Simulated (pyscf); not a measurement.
PySCF, gas phase, ωB97X-D3(BJ)/def2-SVP geometries. Correlated levels are frozen-core, on RHF or UHF. ΔMP2 is the change of the MP2 total energy from the triple- to the quadruple-zeta basis.

Problem. For the elementary gas-phase step Cl–GeH₃ → GeH₂ [singlet] + HCl (singlet surface; Cl–Ge, Ge–H broken, Cl–H formed), what barrier and reaction energy does CCSD(T)/def2-TZVPP + ΔMP2(QZVPP) give, measured from the reactant's lowest minimum found?

Solution. ΔE‡ = 59.9 kcal/mol, ΔE = +57.0 kcal/mol. Zero-point energy shifts the barrier by -3.1 kcal/mol. It is a 1,1-elimination, with an imaginary mode of 1064i cm⁻¹. On the product side the descent ends in a bound adduct, 9.1 kcal/mol under the separated species and 10.9 kcal/mol under the saddle at ωB97X-D3(BJ)/def2-TZVP. At ωB97X-D3(BJ)/def2-TZVP the barrier from the zero used here is 63.5 kcal/mol. This is the saddle that the search found; another between the same sides may lie lower. The CCSD(T) − MP2 part came from Ansatz, without density fitting, on the same reference. The frozen core leaves the outer d or s,p core shells of the metals and heavy elements correlated in the MP2 and CC values, and def2-TZVPP describes them poorly, which can shift differences by a few kcal/mol. Elements up to Kr have no core potential and no relativistic terms here.
